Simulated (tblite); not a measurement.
C4H9P2 (charge -1).
SMILES with atom numbers: `[CH2:1]=[CH:2][P-:3][P:4]([CH3:5])[CH3:6]` (hydrogens: H7, H8 on C1; H9 on C2; H10, H11, H12 on C5; H13, H14, H15 on C6)
Bond orders are those of one Lewis drawing.

Computed with GFN2-xTB (tblite), gas phase: L-BFGS steps from a force-field or distance-geometry start until the largest atomic force falls under 0.01 eV/Å.

Step 38: E = -499.3934 eV
```
atom  x, y, z in Å  |  force x, y, z in eV/Å
C1      3.3467   -0.3485    0.0043    0.019  -0.026   0.000
C2      2.0410   -0.2632    0.2875    0.033  -0.005   0.009
P3      0.7115   -0.9515   -0.6582   -0.078   0.011   0.032
P4     -0.8342   -0.2475    0.6565    0.055  -0.045  -0.009
C5     -2.2843   -1.0596   -0.1650    0.031   0.016   0.013
C6     -1.1691    1.4948    0.0475   -0.011   0.011  -0.002
H7      4.0925    0.1339    0.6220    0.026  -0.018   0.018
H8      3.7101   -0.9122   -0.8394   -0.003   0.033  -0.039
H9      1.7366    0.3096    1.1607   -0.022  -0.001   0.039
H10    -3.2040   -0.6209    0.2219   -0.060  -0.003  -0.006
H11    -2.2676   -2.1253    0.0608    0.040   0.018   0.013
H12    -2.2269   -0.9236   -1.2439    0.005   0.015  -0.034
H13    -1.0671    1.5528   -1.0359   -0.021  -0.038  -0.041
H14    -0.4273    2.1484    0.5062    0.033   0.023  -0.013
H15    -2.1625    1.8208    0.3533   -0.048   0.008   0.020
```

Step 39: E = -499.3943 eV
```
atom  x, y, z in Å  |  force x, y, z in eV/Å
C1      3.3464   -0.3501    0.0044    0.030  -0.012  -0.003
C2      2.0419   -0.2587    0.2932    0.044  -0.018   0.011
P3      0.7119   -0.9494   -0.6521   -0.050   0.023   0.049
P4     -0.8351   -0.2472    0.6600    0.021  -0.038  -0.033
C5     -2.2832   -1.0592   -0.1669    0.008   0.017   0.004
C6     -1.1699    1.4936    0.0472   -0.015   0.025  -0.001
H7      4.0992    0.1309    0.6169   -0.006  -0.038  -0.006
H8      3.7013   -0.9142   -0.8441   -0.009   0.052  -0.003
H9      1.7426    0.3148    1.1692   -0.021  -0.024   0.001
H10    -3.2062   -0.6236    0.2173   -0.039   0.001   0.000
H11    -2.2668   -2.1251    0.0585    0.045   0.016   0.006
H12    -2.2266   -0.9220   -1.2466    0.020   0.009  -0.003
H13    -1.0700    1.5504   -1.0371   -0.020  -0.044  -0.020
H14    -0.4266    2.1474    0.5040    0.022   0.022  -0.018
H15    -2.1634    1.8204    0.3543   -0.031   0.008   0.016
```

Step 40: E = -499.3949 eV
```
atom  x, y, z in Å  |  force x, y, z in eV/Å
C1      3.3461   -0.3520    0.0038    0.014  -0.001  -0.004
C2      2.0429   -0.2556    0.2976    0.036  -0.027   0.013
P3      0.7104   -0.9494   -0.6437   -0.007   0.018   0.032
P4     -0.8366   -0.2468    0.6638   -0.017  -0.006  -0.021
C5     -2.2817   -1.0584   -0.1686   -0.013   0.010  -0.004
C6     -1.1709    1.4938    0.0480   -0.015   0.022   0.002
H7      4.1038    0.1287    0.6103   -0.007  -0.037  -0.004
H8      3.6935   -0.9171   -0.8471   -0.002   0.047  -0.001
H9      1.7473    0.3202    1.1740   -0.018  -0.034  -0.013
H10    -3.2092   -0.6268    0.2108   -0.016   0.005   0.008
H11    -2.2641   -2.1245    0.0561    0.045   0.016  -0.002
H12    -2.2227   -0.9195   -1.2485    0.029   0.002   0.011
H13    -1.0720    1.5473   -1.0371   -0.022  -0.040   0.001
H14    -0.4262    2.1483    0.5030    0.003   0.015  -0.027
H15    -2.1650    1.8199    0.3557   -0.009   0.011   0.009
```

Step 41: E = -499.3953 eV
```
atom  x, y, z in Å  |  force x, y, z in eV/Å
C1      3.3466   -0.3526    0.0043    0.004   0.006  -0.004
C2      2.0436   -0.2557    0.2988    0.010  -0.029   0.015
P3      0.7094   -0.9481   -0.6431    0.035   0.012   0.018
P4     -0.8356   -0.2469    0.6636   -0.048   0.025  -0.002
C5     -2.2815   -1.0576   -0.1684   -0.026   0.010  -0.011
C6     -1.1709    1.4946    0.0476   -0.015   0.008   0.003
H7      4.1051    0.1267    0.6109   -0.007  -0.038  -0.004
H8      3.6922   -0.9147   -0.8491    0.003   0.042  -0.001
H9      1.7475    0.3189    1.1763   -0.009  -0.042  -0.022
H10    -3.2113   -0.6280    0.2099    0.009   0.003   0.008
H11    -2.2625   -2.1237    0.0568    0.043   0.016  -0.007
H12    -2.2226   -0.9184   -1.2487    0.030  -0.003   0.022
H13    -1.0737    1.5452   -1.0383   -0.024  -0.033   0.018
H14    -0.4250    2.1496    0.5008   -0.014   0.007  -0.035
H15    -2.1657    1.8187    0.3568    0.009   0.016   0.003
```

**Question.** Estimate the geometry and energy of step 42. (The exact step hangs on the optimiser's Hessian estimate; all steps are aligned on step 41, rigid shifts and turns removed.)

**Answer.** E = -499.3960 eV, largest force 0.095 eV/Å
```
atom  x, y, z in Å  |  force x, y, z in eV/Å
C1      3.3477   -0.3531    0.0055   -0.018   0.014  -0.004
C2      2.0447   -0.2569    0.3002   -0.015  -0.029   0.014
P3      0.7090   -0.9453   -0.6441    0.073   0.001  -0.004
P4     -0.8343   -0.2465    0.6622   -0.072   0.056   0.028
C5     -2.2818   -1.0563   -0.1678   -0.031   0.006  -0.012
C6     -1.1711    1.4957    0.0464   -0.013  -0.012   0.003
H7      4.1065    0.1228    0.6137   -0.002  -0.032   0.001
H8      3.6914   -0.9089   -0.8522    0.012   0.029  -0.007
H9      1.7463    0.3146    1.1792    0.004  -0.047  -0.022
H10    -3.2132   -0.6289    0.2104    0.031   0.002   0.008
H11    -2.2598   -2.1222    0.0584    0.036   0.014  -0.014
H12    -2.2236   -0.9173   -1.2482    0.028  -0.007   0.025
H13    -1.0770    1.5418   -1.0402   -0.026  -0.020   0.029
H14    -0.4231    2.1514    0.4964   -0.032   0.000  -0.042
H15    -2.1662    1.8172    0.3582    0.025   0.025  -0.002
```

The energy changes by -0.0007 eV. The first-order estimate −F·Δx gives -0.0009 eV and the mean of the old and new forces, exact on a quadratic surface, -0.0007 eV. The step makes an angle of 63° with the force vector and moves no atom by more than 0.007 Å.
